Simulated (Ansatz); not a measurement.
# AlC (quartet): wave-function methods side by side, def2-QZVPP

One table from this session's results is given with a row withheld; the runs are named, their logs left out.

Computed with Ansatz 0.2.0, Gaussian basis. Level: def2-QZVPP, core rule «outside noble gas», up to 6 orbitals frozen.

The runs, in order: UHF; ROHF; CCSD(T) on UHF.

2 further runs of the same task are left out: 2 set aside as unsound or not needed.

### The system

The geometry is a PBE0/def2-TZVP stationary point (not a proven minimum) of the parent state, kept for this charge and spin.

2 atoms, charge 0, spin multiplicity 4.

Atoms are counted from 1 here; the program's logs count them from 0.

Bond lengths: Al1–C2 1.956 Å.

The first run:

Input file in.yaml:

```yaml
crystal:
  periodic: [false, false, false]
  atoms:
    - {symbol: Al, position_ang: [0.000000, 0.000000, 0.000000]}
    - {symbol: C, position_ang: [0.000000, 0.000000, 1.955903]}
basis:
  gaussian: {orbitals: "def2-QZVPP.json"}
magnetization: {spin_polarized: true, initial_magnetization: 3}
hamiltonian: {xc: hf}
output: {orbitals: {seedname: orbitals}}
```

The run is started by

```sh
$ ansatz run in.yaml --threads 1 --pin off --events-out ev --progress --plain --max-ram 2393MiB
```

Among the steps run: UHF; ROHF; CCSD(T) on UHF.

One of the session's tables, all rows but one given; the rest of the session is left out.

```
  method  from UCCSD(T) (kJ/mol)
    ROHF                  +461.5
     UHF                       ?
    UMP2                   +92.3
   UCCSD                   +20.7
UCCSD(T)                       0
```

**Question.** Estimate the row for UHF.

The run gave: from UCCSD(T) (kJ/mol): +455.7. In the column «from UCCSD(T) (kJ/mol)» it lies between UMP2 (+92.3) and ROHF (+461.5).
